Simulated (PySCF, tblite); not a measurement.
# C₂H₃Cl₂F: geometry, vibrations

Wanted: geometry, vibrations for C₂H₃Cl₂F (`CC(F)(Cl)Cl`).

Computed with tblite 0.8.0 and PySCF 2.14.0 and routines of our own; the level stands in each step. Atoms count from 0.

## 1. The starting structure

8 atoms, charge 0, multiplicity 1; geometry from: start built from the parent or by distance geometry.

## 2. Geometry optimisation with GFN2-xTB

The job: settings as JSON, then the geometry in Å.

```
{"job": {"kind": "relax", "xc": "GFN2-xTB", "basis": "xTB"}, "charge": 0, "multiplicity": 1}
C     -0.797900    -0.152800    -0.023700
C      0.667200     0.144800     0.067500
F      1.163300    -0.356500     1.308100
Cl     0.875300     1.894300    -0.096300
Cl     1.569400    -0.779200    -1.149600
H     -0.905300    -1.254300    -0.171500
H     -1.223800     0.404600    -0.911400
H     -1.329900     0.117800     0.927900
```

Command:

```bash
OMP_NUM_THREADS=1 python redox_run.py task.json out
```

This one command runs all jobs of the session in turn.

The log of the run:

```text
step      E/eV     max force
  0    -534.29813    1.694
  1    -534.41249    1.038
  2    -534.46533    0.706
  3    -534.47934    0.394
  4    -534.50164    0.423
  5    -534.50817    0.356
  6    -534.51265    0.139
  7    -534.51389    0.108
  8    -534.51502    0.108
  9    -534.51578    0.110
 10    -534.51642    0.078
 11    -534.51689    0.067
 12    -534.51735    0.073
 13    -534.51783    0.075
 14    -534.51844    0.084
 15    -534.51924    0.094
 16    -534.52009    0.103
 17    -534.52078    0.098
 18    -534.52137    0.080
 19    -534.52205    0.095
 20    -534.52298    0.120
 21    -534.52416    0.117
 22    -534.52534    0.123
 23    -534.52640    0.111
 24    -534.52747    0.100
 25    -534.52853    0.120
 26    -534.52922    0.075
 27    -534.52953    0.041
 28    -534.52969    0.038
 29    -534.52983    0.042
 30    -534.52995    0.034
 31    -534.53002    0.020
 32    -534.53004    0.006
```

It took 0.33 s on 1 thread of AMD EPYC, shared host.

Along the way:

```
step  energy from step 0 (eV)  largest force (eV/Å)
   0                   0.0000                1.6944
   1                  -0.1144                1.0382
   2                  -0.1672                0.7058
   3                  -0.1812                0.3941
   4                  -0.2035                0.4233
   5                  -0.2100                0.3558
   6                  -0.2145                0.1392
   7                  -0.2158                0.1077
   8                  -0.2169                0.1084
   9                  -0.2176                0.1103
  10                  -0.2183                0.0779
  11                  -0.2188                0.0669
  12                  -0.2192                0.0734
  13                  -0.2197                0.0746
  14                  -0.2203                0.0842
  15                  -0.2211                0.0942
  16                  -0.2220                0.1026
  17                  -0.2226                0.0980
  18                  -0.2232                0.0795
  19                  -0.2239                0.0950
  20                  -0.2248                0.1198
  21                  -0.2260                0.1166
  22                  -0.2272                0.1228
  23                  -0.2283                0.1110
  24                  -0.2293                0.0998
  25                  -0.2304                0.1203
  26                  -0.2311                0.0751
  27                  -0.2314                0.0409
  28                  -0.2316                0.0381
  29                  -0.2317                0.0424
  30                  -0.2318                0.0341
  31                  -0.2319                0.0203
  32                  -0.2319                0.0059
```

Distances of close pairs at the start and the end, largest changes first:

```
  bond  before (Å)  after (Å)  change (Å)
 C1–F2       1.427      1.352      -0.075
 C0–H6       1.131      1.086      -0.046
 C0–H7       1.123      1.088      -0.035
 C0–H5       1.117      1.088      -0.028
C1–Cl3       1.769      1.785      +0.016
 C0–C1       1.498      1.509      +0.011
C1–Cl4       1.775      1.785      +0.011
```

The next job starts from the end point, and lists it.

## 3. Infrared spectrum with GFN2-xTB

The job: settings as JSON, then the geometry in Å.

```
{"job": {"kind": "ir", "xc": "GFN2-xTB", "basis": "xTB"}, "charge": 0, "multiplicity": 1}
C     -0.818407    -0.184858    -0.028085
C      0.656013     0.115568     0.079470
F      1.160054    -0.365275     1.238232
Cl     0.963455     1.874161     0.059381
Cl     1.573553    -0.643656    -1.250589
H     -0.968056    -1.262298     0.003140
H     -1.209189     0.210897    -0.960478
H     -1.339308     0.274287     0.809799
```

The log of the run:

```text
mode    cm-1     km/mol
  1     204.2      0.05
  2     229.4      0.63
  3     263.7      0.60
  4     341.3      0.05
  5     353.9     21.54
  6     397.3     12.42
  7     566.3      3.98
  8     644.6     10.16
  9     901.0     63.93
 10    1063.9     53.06
 11    1080.1     43.68
 12    1130.3     70.17
 13    1383.0     45.51
 14    1442.3      5.37
 15    1445.0     16.54
 16    3034.7      2.25
 17    3035.5      3.28
 18    3063.9      6.77
ZPE 123.099  H(298)-E 141.013  G(298)-E 44.281 kJ/mol  S 324.44 J/(mol K)
```

Wall time 0.44 s (1 thread of AMD EPYC, shared host).

Which atoms move in the most intense modes:

```
cm⁻¹  km/mol                                 atoms
 354    21.5           F2 38 %, Cl3 26 %, Cl4 26 %
 397    12.4  F2 41 %, Cl4 17 %, Cl3 17 %, C0 12 %
 901    63.9    F2 33 %, C1 28 %, H6 21 %, C0 15 %
1064    53.1    H7 30 %, H5 30 %, C0 20 %, C1 16 %
1080    43.7    C1 38 %, C0 22 %, H6 14 %, H5 13 %
1130    70.2             C1 61 %, H6 14 %, C0 14 %
1383    45.5    H6 27 %, H7 26 %, H5 26 %, C0 20 %
1445    16.5             H7 44 %, H5 41 %, H6 11 %
```

## 4. Optimising the geometry at PBE0-D3(BJ)/ma-def2-SVP

The job, as its differences from that of step 3:

```diff
@@ -1,2 +1,2 @@
-{"job": {"kind": "ir", "xc": "GFN2-xTB", "basis": "xTB"}, "charge": 0, "multiplicity": 1}
+{"job": {"xc": "PBE0", "basis": "ma-def2-SVP", "d3": "d3bj", "grid": 1, "kind": "geom"}, "charge": 0, "multiplicity": 1}
 C     -0.818407    -0.184858    -0.028085
```

The log of the run:

```text
step   0  E = -1097.37048238  max force = 0.009497
step   1  E = -1097.37078998  max force = 0.001343
step   2  E = -1097.37080892  max force = 0.000762
step   3  E = -1097.37081191  max force = 0.001214
step   4  E = -1097.37082011  max force = 0.000838
step   5  E = -1097.37082959  max force = 0.000372
optimisation converged
```

It took 52 s on 1 thread of AMD EPYC, shared host; peak memory 0.44 GiB.

Step by step:

```
step  energy from step 0 (eV)  largest force component (eV/Å)
   0                   0.0000                          0.4884
   1                  -0.0084                          0.0691
   2                  -0.0089                          0.0392
   3                  -0.0090                          0.0624
   4                  -0.0092                          0.0431
   5                  -0.0094                          0.0191
```

Distances of close pairs at the start and the end, largest changes first:

```
  bond  before (Å)  after (Å)  change (Å)
 C0–H6       1.086      1.096      +0.011
 C0–H7       1.088      1.099      +0.011
 C0–H5       1.088      1.099      +0.011
 C1–F2       1.352      1.345      -0.007
 C0–C1       1.509      1.505      -0.004
C1–Cl4       1.785      1.786      +0.001
C1–Cl3       1.785      1.786      +0.001
```

The final coordinates are the input of the step that follows.

```
                         at the end point                value
  point group (found at 0.08 Å tolerance)                   Cs
rotational constants (GHz, main isotopes)  3.841, 2.544, 2.173
                        dipole moment (D)                 2.19
```

## 5. Harmonic vibrations (C₂H₃Cl₂F): PBE0-D3(BJ)/ma-def2-SVP

The job: settings as JSON, then the geometry in Å.

```
{"job": {"xc": "PBE0", "basis": "ma-def2-SVP", "d3": "d3bj", "grid": 2, "kind": "hessian"}, "charge": 0, "multiplicity": 1}
C     -0.803272    -0.193465    -0.108342
C      0.644452     0.127179     0.147029
F      1.007200    -0.289590     1.373260
Cl     0.934187     1.888058     0.068958
Cl     1.701982    -0.693806    -1.035501
H     -0.945234    -1.281506    -0.049642
H     -1.103055     0.161101    -1.101618
H     -1.418282     0.300132     0.656896
```

The log of the run:

```text
coarse grid: 8368 points
cycle   1  E = -1097.1660706390  dE =  5.381e-01  |g| = 6.357e-01  |ddm| = 2.991e+00
cycle   2  E = -1097.0319528965  dE =  1.341e-01  |g| = 1.053e+00  |ddm| = 1.553e+00
cycle   3  E = -1097.2552251881  dE = -2.233e-01  |g| = 6.185e-02  |ddm| = 1.044e+00
cycle   4  E = -1097.2559873160  dE = -7.621e-04  |g| = 2.876e-02  |ddm| = 1.189e-01
cycle   5  E = -1097.2561983187  dE = -2.110e-04  |g| = 4.519e-03  |ddm| = 3.782e-02
cycle   6  E = -1097.2562027364  dE = -4.418e-06  |g| = 1.372e-03  |ddm| = 1.026e-02
final grid: 73632 points
cycle   7  E = -1097.3708050033  dE = -1.687e-05  |g| = 5.197e-03  |ddm| = 2.526e-02
cycle   8  E = -1097.3707991848  dE =  5.819e-06  |g| = 7.278e-03  |ddm| = 1.277e-02
cycle   9  E = -1097.3708116228  dE = -1.244e-05  |g| = 8.232e-04  |ddm| = 8.177e-03
cycle  10  E = -1097.3708117717  dE = -1.489e-07  |g| = 1.332e-04  |ddm| = 1.223e-03
cycle  11  E = -1097.3708117757  dE = -4.013e-09  |g| = 3.218e-05  |ddm| = 2.321e-04
cycle  12  E = -1097.3708117760  dE = -2.606e-10  |g| = 5.503e-06  |ddm| = 6.869e-05
cycle  13  E = -1097.3708117760  dE = -5.912e-12  |g| = 1.765e-06  |ddm| = 1.510e-05
converged SCF energy = -1097.3708117760

mode    cm-1
  1     260.5
  2     272.4
  3     297.5
  4     380.5
  5     403.2
  6     441.5
  7     602.2
  8     749.7
  9     949.2
 10    1093.7
 11    1131.8
 12    1206.7
 13    1396.9
 14    1448.2
 15    1449.4
 16    3084.0
 17    3192.2
 18    3211.5
ZPE 129.024  H(298)-E 145.867  G(298)-E 51.280 kJ/mol  S 317.25 J/(mol K)
```

It took 3.6 min on 1 thread of AMD EPYC, shared host; peak memory 1.6 GiB.

Zero-point energy 129.02 kJ/mol (xTB gave 123.10).

## 6. Outcome

| quantity | value |
| --- | --- |
| strongest single infrared mode (GFN2-xTB) | 1130 cm⁻¹, 70 km/mol |
| zero-point energy (GFN2-xTB) | 29.4 kcal/mol |
| point group | Cs |
| rotational constants (main isotopes) | 3.84, 2.54, 2.17 GHz |

In words: All 18 modes are real, so the xTB geometry is a minimum. The strongest single mode, at 1130 cm⁻¹, moves mainly C1. GFN2-xTB is a fitted tight-binding method: band positions and strengths are rough. Its intensities can rank the bands wrongly. Over 5 steps the energy fell by 0.009 eV; of the close pairs, C0–H6 changed most, 1.086 to 1.096 Å (PBE0/ma-def2-SVP).
